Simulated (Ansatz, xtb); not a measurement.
**Two isomers of C2H3S+**

Structure X: `C1=[S+]C1`, a singlet. Structure Y: `C=C=[SH+]`, a singlet. Both are isolated ions in the gas phase, relaxed with BLYP-D3(BJ)/def2-SVP.

X (Å):

```yaml
atoms:
  - { symbol: C, position_ang: [0.4541, -1.2126, -0.3424] }
  - { symbol: C, position_ang: [-0.7484, -0.9683, 0.4316] }
  - { symbol: S, position_ang: [1.0403, -0.2764, 0.8637] }
  - { symbol: H, position_ang: [0.8343, -1.7274, -1.2431] }
  - { symbol: H, position_ang: [-1.1210, -1.7393, 1.1321] }
  - { symbol: H, position_ang: [-1.4694, -0.1956, 0.1044] }
```

Y (Å):

```json
{"atom": "C", "x (Å)": "0.3732", "y (Å)": "0.6113", "z (Å)": "0.8420"}
{"atom": "C", "x (Å)": "0.3270", "y (Å)": "-0.4803", "z (Å)": "0.1362"}
{"atom": "S", "x (Å)": "0.1618", "y (Å)": "-1.9047", "z (Å)": "-0.6111"}
{"atom": "H", "x (Å)": "1.1607", "y (Å)": "0.7626", "z (Å)": "1.6094"}
{"atom": "H", "x (Å)": "0.9502", "y (Å)": "-1.6388", "z (Å)": "-1.7184"}
{"atom": "H", "x (Å)": "-0.3637", "y (Å)": "1.4261", "z (Å)": "0.6837"}
```

Energies in hartree; the thermal terms are from BLYP-D3(BJ)/def2-SVP harmonic frequencies (ideal gas, rigid rotor, one conformer each, 298.15 K, 1 atm) and include the zero-point energy:

```
                                X           Y
E, CCSD(T)/def2-TZVPP  −475.237344  −475.238671
    zero-point energy     0.040629     0.037106
         H(298 K) − E     0.045025     0.042109
         G(298 K) − E     0.015433     0.011721
```

Task: Work out ΔE, ΔE₀, ΔH and ΔG for X → Y in kcal/mol (1 Eh = 627.51 kcal/mol) and the equilibrium ratio [Y]/[X].

Result: 1. ΔE = −475.238671 − (−475.237344) = −0.001327 Eh = −0.83 kcal/mol.
2. ΔE₀ = ΔE + ΔZPE = −0.001327 + (−0.003523) Eh = −3.04 kcal/mol.
3. ΔH = ΔE + (−0.002916) Eh = −2.66 kcal/mol.
4. ΔG = ΔE + (−0.003712) Eh = −3.16 kcal/mol, so ΔS = (ΔH − ΔG)/T = +7.0 J/(mol K).
5. kT = 0.9442 mEh, so K = [Y]/[X] = exp(−ΔG/kT) = exp(+5.34) ≈ 210.

Structure Y is favoured at this temperature. An error of 1 kcal/mol in ΔG would change K by a factor of 5.4. Large T1 diagnostics make the coupled-cluster value less sure. Mirror images and further conformers aren't counted.

As drawn, Y has 1 C=C, 1 S–H in place of 1 C–S, 1 C–C, 1 C–H. Structure X has a 3-membered ring, Y no ring.

Other levels gave ΔE = −5.0 (GFN2-xTB); −1.7 (HF/STO-3G, GFN2-xTB geometries); −3.6 (r2SCAN-D4/def2-SVP, GFN2-xTB geometries); −5.6 (BLYP-D3(BJ)/def2-SVP); −8.7 (HF/def2-TZVPP); +3.0 (MP2/def2-TZVPP) kcal/mol. The correlated steps freeze 7 core orbitals. Programs: Ansatz 0.2.0, xtb 6.7.1.
